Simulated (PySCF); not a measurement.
Methanimine, CH3N, SMILES C=N, point group Cs.

Level: B3LYP/pcJ-1 in PySCF (density fitting, grid level 2); geometry and Hessian at that level, cubic constants and property derivatives from steps of ±0.6 along each species' dimensionless normal coordinates, second-order vibrational perturbation theory. The parent has the commonest isotopes.

Equilibrium geometry in the parent's principal axes a, b, c (Å):

```
atom      a      b     c
  C1  -0.63   0.02  0.00
  N2   0.63  -0.08  0.00
  H3  -1.22  -0.89  0.00
  H4  -1.19   0.96  0.00
  H5   1.08   0.84  0.00
```

Ground-state constants (MHz). Parent: 197071.4, 34733.0, 29432.6. A species with one ²H: 158609.7, 32090.1, 26601.2.

Task: Which position carries the label?

Result: Moments I = 505379/B are 2.5644, 14.5504, 17.1707 and 3.1863, 15.7487, 18.9983 u Å². With M = 29.0265 u and Δm = 1.0063 u, μ = MΔm/(M + Δm) = 0.9726 u. Kraitchman's equations give |a|, |b|, |c| = 1.082, 0.842, 0.072i Å. That is H5, whose equilibrium values are 1.075, 0.840, 0.000 Å. An imaginary value marks an atom near a principal plane, where vibrational terms outweigh the coordinate.
